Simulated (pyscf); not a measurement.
Thermochemistry of product channels of `[NH2][AlH2]` + `[NH3]` on the singlet surface, in kcal/mol, from ωB97M-D3(BJ)/def2-TZVP energies (ideal gas, 1 atm, RRHO with modes under 100 cm⁻¹ raised to 100, one conformer, R ln 2 for chiral ones without a mode under 150 cm⁻¹). Structures and frequencies: ωB97X-D3(BJ)/def2-SVP in PySCF.

```
products                         ΔE  ΔH(298 K)  ΔG(600 K)  ΔG(900 K)
----------------------------  -----  ---------  ---------  ---------
`[NH2][NH][AlH2]` + `[H][H]`  +47.0      +43.3      +46.9      +48.1
`[NH2][AlH][NH2]` + `[H][H]`      …      -18.4      -15.8      -15.5
```

### Question
Some entries are withheld; supply them.

### Answer

- `[NH2][AlH][NH2]` + `[H][H]`, ΔE: -15.7

These are energies of the channels, which say nothing of barriers.
